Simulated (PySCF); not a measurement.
**Ionisation energy of N by level of theory**

N [He] 2s2 2p3 (4S) → N⁺ [He] 2s2 2p2 (3P), as a difference of total energies. Calculation: PySCF 2.14, in def2-QZVPPD; the non-relativistic Hamiltonian (point nucleus). Correlated levels: valence: 1s2 frozen. The calculations carry no spin-orbit coupling.

```tsv
method	ionisation energy (eV)	plus first-order spin-orbit estimate	error of that sum (eV)
UHF	13.895	13.884	-0.650
MP2 (valence)	14.611	14.599	+0.065
SCS-MP2 (valence)	14.346	14.334	-0.200
CCSD (valence)	14.465	14.454	-0.080
CCSD(T) (valence)	14.493	14.481	-0.053
```

Reference: 14.534 eV (measured; NIST Atomic Spectra Database, ionization energies).

A first-order spin-orbit estimate (lowest level to lowest level, LS coupling) adds -0.012 eV.

Errors of the correlated levels include the incompleteness of this basis and the frozen core.
